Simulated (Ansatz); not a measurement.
# AlB₂H₅: taking an electron away

The task here is to estimate one member of a computed series from the others.

Program: Ansatz 0.2.0, Gaussian basis. Level of theory: unrestricted cation, the program's frozen cores in correlated methods. These are calculated values, not measurements.

Plan: UKS PBE-D4/def2-TZVPP; UKS r2SCAN-D4/def2-TZVPP; UKS PBE0-D4/def2-TZVPP; UKS B3LYP-D4/def2-TZVPP; UKS wB97X-V/def2-TZVPP; UKS wB97M-V/def2-TZVPP; UKS B2PLYP/def2-TZVPP; UHF-CCSD(T)/def2-TZVPP; UHF-MP2/def2-QZVPP; extrapolation to the limit; then −ε(HOMO) from the neutral's earlier runs with LDA (SPW92), PBE-D4, revPBE-D4, BLYP-D4, r2SCAN-D4, B97M-V, PBE0-D4, B3LYP-D4, r2SCANh-D4, r2SCAN0-D4, HSE06-D4, BHLYP-D4, CAM-B3LYP-D4, LC-ωPBE, ωB97X-V, ωB97M-V.

## Structure used throughout

The geometry comes from an earlier relaxation with PBE0-D4 in a triple-zeta def2 set; it is a stationary point, not always the lowest conformer.

8 atoms, charge 0, spin multiplicity 1.

Atoms are counted from 1 here; the program's logs count them from 0.

Bond lengths: B1–B2 1.526 Å, B1–Al3 2.153 Å, B1–H4 1.232 Å, B1–H5 1.198 Å, B2–Al3 2.347 Å, B2–H6 1.182 Å, Al3–H7 1.592 Å, Al3–H8 1.582 Å. Angles: B2–B1–Al3 77.2°, B2–B1–H4 121.1°, B2–B1–H5 120.9°, Al3–B1–H4 69.1°, Al3–B1–H5 114.8°, H4–B1–H5 116.9°, B1–B2–Al3 63.5°, B1–B2–H6 176.9°, Al3–B2–H6 117.9°, B1–Al3–B2 39.4°, B1–Al3–H7 117.3°, B1–Al3–H8 117.6°, B2–Al3–H7 92.4°, B2–Al3–H8 144.1°, H7–Al3–H8 121.9°.

Geometry (Å):

```xyz
8
AlB2H5
B    -0.9103    0.5968   -0.3034
B     0.4703    1.1217   -0.6884
Al    0.4132   -0.8802    0.5357
H    -1.2680   -0.5408   -0.6144
H    -1.5875    1.1777    0.4958
H     1.5275    1.5803   -0.9513
H     1.4367   -1.5917   -0.4549
H     0.0102   -1.5209    1.9251
```

The first run:

in.yaml reads:

```yaml
crystal:
  periodic: [false, false, false]
  atoms:
    - {symbol: B, position_ang: [-0.910322, 0.596770, -0.303386]}
    - {symbol: B, position_ang: [0.470348, 1.121704, -0.688409]}
    - {symbol: Al, position_ang: [0.413197, -0.880168, 0.535714]}
    - {symbol: H, position_ang: [-1.267963, -0.540830, -0.614385]}
    - {symbol: H, position_ang: [-1.587543, 1.177742, 0.495767]}
    - {symbol: H, position_ang: [1.527531, 1.580332, -0.951270]}
    - {symbol: H, position_ang: [1.436710, -1.591716, -0.454902]}
    - {symbol: H, position_ang: [0.010241, -1.520934, 1.925074]}
basis:
  gaussian: {orbitals: def2-TZVPP}
total_charge: 1
magnetization: {spin_polarized: true, initial_magnetization: 1}
hamiltonian: {xc: pbe, dispersion: d4}
```

On the command line:

```console
> ansatz run in.yaml --threads 2 --pin off --events-out ev --progress --plain --max-ram 4352MiB
```

Among the steps run: Cation, UKS PBE-D4/def2-TZVPP; Cation, UKS r2SCAN-D4/def2-TZVPP; Cation, UKS PBE0-D4/def2-TZVPP; Cation, UKS B3LYP-D4/def2-TZVPP; Cation, UKS wB97X-V/def2-TZVPP; Cation, UKS wB97M-V/def2-TZVPP; Cation, UKS B2PLYP (frozen core)/def2-TZVPP; Cation, UHF-CCSD(T)/def2-TZVPP; Cation, UHF-MP2/def2-QZVPP.

One of the session's tables, all rows but one given; the rest of the session is left out.

It belongs to the step «Ionisation energies side by side». For comparison, −ε(HOMO) of the neutral from earlier runs:

| functional | −ε(HOMO) (eV) |
| --- | --- |
| LDA (SPW92) | 6.11 |
| PBE-D4 | 6.00 |
| revPBE-D4 | 5.95 |
| BLYP-D4 | ? |
| r2SCAN-D4 | 6.18 |
| B97M-V | 6.28 |
| PBE0-D4 | 6.98 |
| B3LYP-D4 | 6.77 |
| r2SCANh-D4 | 6.54 |
| r2SCAN0-D4 | 7.09 |
| HSE06-D4 | 6.58 |
| BHLYP-D4 | 7.80 |
| CAM-B3LYP-D4 | 8.19 |
| LC-ωPBE | 9.51 |
| ωB97X-V | 9.17 |
| ωB97M-V | 9.01 |

Q: Estimate the row for BLYP-D4 from the others.

Worked estimate for «−ε(HOMO) (eV)». Against the share of exact exchange, B3LYP-D4 (0.2, 6.77), BHLYP-D4 (0.5, 7.80) give a slope of 3.43 per unit share; at 0 the line stands at 6.08.

**Answer.** −ε(HOMO) (eV): 5.82. In «−ε(HOMO) (eV)» the line misses by +0.26.
